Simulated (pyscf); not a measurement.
H₂N–NH–SiH₃ + silane (SiH₄) -> H₂N–NH₂ + disilane (H₃Si–SiH₃), a four-centre exchange (singlet surface; N–Si, H–Si broken, H–N, Si–Si formed). Single points on ωB97X-D3(BJ)/def2-SVP structures (PySCF, gas phase). Energies in kcal/mol from the separated reactants.

Small-basis levels: PySCF, no dispersion term, spherical d functions. AM1 to PM7: differences of heats of formation from MOPAC. GFN2-xTB: tblite. Cost: rough CPU time at the saddle relative to B3LYP/6-31G*, from one job on a shared machine.

| level | barrier | reaction energy | cost |
|---|---|---|---|
| HF/6-31G* | 66.2 | +10.5 | 0.08 |
| MP2/6-31G* | 51.5 | +10.5 | 0.1 |
| BP86/6-31G* | ? | +6.7 | 1 |
| B3LYP/3-21G | 35.1 | +11.1 | 0.7 |
| M06-2X/6-31G* | ? | +10.6 | 3 |
| B3LYP/6-311+G** | 49.4 | +7.0 | 2 |
| GFN2-xTB | 72.4 | +32.4 | under 0.02 |
| PM6 | 54.9 | +15.2 | under 0.02 |
| PM7 | 72.8 | +10.0 | under 0.02 |
| ωB97M-D3(BJ)/def2-TZVP | ? | +10.7 | – |

**Question.** Complete the blanks.

**Answer.** 
- BP86/6-31G*, barrier: 39.5
- M06-2X/6-31G*, barrier: 44.3
- ωB97M-D3(BJ)/def2-TZVP, barrier: 45.0

Against the last row the barrier runs from -9.9 (B3LYP/3-21G) to +27.8 kcal/mol (PM7). ωB97M-D3(BJ)/def2-TZVP has limits of its own. H₂N–NH–SiH₃ lies 57.4 kcal/mol over its isomer H₂N–SiH₂–NH₂ (electronic energy, ωB97M-D3(BJ)). One saddle was located; it need not be the lowest between these sides.
